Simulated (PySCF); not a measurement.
# Broadened absorption spectrum of (H3Si)2S

Compound: (H3Si)2S.
Structure used (PBE0-D3(BJ)/def2-SVP), in Å, numbered top down from 1:
```xyz
9
H6SSi2 angstrom
Si     0.9838   -1.2588    0.3573
H      1.5493   -0.4414    1.4722
H      1.7239   -0.9292   -0.8976
H      1.1230   -2.7090    0.6668
S     -1.1231   -0.8998    0.1250
Si    -1.0610    1.1971   -0.3481
H     -0.2717    1.4424   -1.5921
H     -0.4486    1.9811    0.7661
H     -2.4756    1.6175   -0.5497
```

Computed, not measured: TDDFT wB97X-D/def2-SVPD, vertical, gas phase, core orbitals frozen in the response (PySCF).

Broadening: Gaussians 0.4 eV wide at half height, area fixed by f = 4.319×10⁻⁹ ∫ε dν̃. The cross-section is σ = 3.8235×10⁻²¹ ε cm², given in Mb (10⁻¹⁸ cm²). The width is an assumption, not a result. The curve ends short of the highest state used, and states not computed would add to its high-energy end.

| λ (nm) | σ (Mb) |
| --- | --- |
| 163.9 | 22.68 |
| 165.1 | 22.19 |
| 166.2 | 20.73 |
| 167.4 | 18.46 |
| 168.5 | 16.06 |
| 169.6 | 13.55 |
| 170.8 | 10.81 |
| 171.9 | 8.43 |
| 173.1 | 6.09 |
| 174.2 | 4.29 |
| 175.4 | 2.76 |
| 176.5 | 1.73 |
| 177.7 | 0.98 |
| 178.8 | 0.55 |
| 179.9 | 0.29 |
| 181.1 | 0.14 |
| 182.2 | 0.07 |
| 183.4 | 0.03 |
| 184.5 | 0.02 |
| 185.7 | 0.02 |
| 186.8 | 0.03 |
| 187.9 | 0.05 |
| 189.1 | 0.09 |
| 190.2 | 0.16 |
| 191.4 | 0.29 |
| 192.5 | 0.47 |
| 193.7 | 0.76 |
| 194.8 | 1.13 |
| 196.0 | 1.64 |
| 197.1 | 2.20 |
| 198.2 | 2.83 |
| 199.4 | 3.53 |
| 200.5 | 4.14 |
| 201.7 | 4.70 |
| 202.8 | 5.06 |
| 204.0 | 5.26 |
| 205.1 | 5.23 |
| 206.2 | 5.02 |
| 207.4 | 4.61 |
| 208.5 | 4.12 |
| 209.7 | 3.51 |
| 210.8 | 2.93 |
| 212.0 | 2.32 |
| 213.1 | 1.82 |
| 214.3 | 1.35 |
| 215.4 | 1.00 |
| 216.5 | 0.72 |
| 217.7 | 0.49 |
| 218.8 | 0.33 |
| 220.0 | 0.21 |
| 221.1 | 0.14 |
| 222.3 | 0.08 |
| 223.4 | 0.05 |
| 224.5 | 0.03 |
| 225.7 | 0.02 |
| 226.8 | 0.01 |

Question: Where are the band maxima, and which computed states make them?

Answer: 204 nm (6.07 eV), ε about 1400, made up of S1 (100%); 164 nm (7.56 eV), ε about 5900, made up of S4 (17%) and S6 (81%) (ε in L mol⁻¹ cm⁻¹; maxima over ε = 5, shares over 10%). The states used: S1 6.07 eV (f 0.020); S2 6.44 eV (f 0.0000); S3 6.52 eV (f 0.0001); S4 7.34 eV (f 0.034); S5 7.38 eV (f 0.0030); S6 7.61 eV (f 0.075); S7 8.03 eV (f 0.0000); S8 8.07 eV (f 0.0006); S9 8.15 eV (f 0.0089); S10 8.16 eV (f 0.0003).

Question: On this curve, what absorbance would a 10⁻⁴ mol/L sample give at 193 nm over a 1 cm path?

Answer: 193 nm is 6.424 eV, where ε is about 150 L mol⁻¹ cm⁻¹, so A = ε c l ≈ 0.015 (Beer–Lambert, with the gas-phase spectrum and the assumed width).

Question: What would ε be at 7.56 eV, the highest of these maxima, with half the width (0.2 eV)?

Answer: About 8930 L mol⁻¹ cm⁻¹ against 5940, a factor of about 1.5; a lone state at its own centre would give exactly 2.

Question: Coming from long wavelengths, where does ε first pass 100 L mol⁻¹ cm⁻¹?

Answer: At about 218 nm (5.68 eV), 0.39 eV below S1.
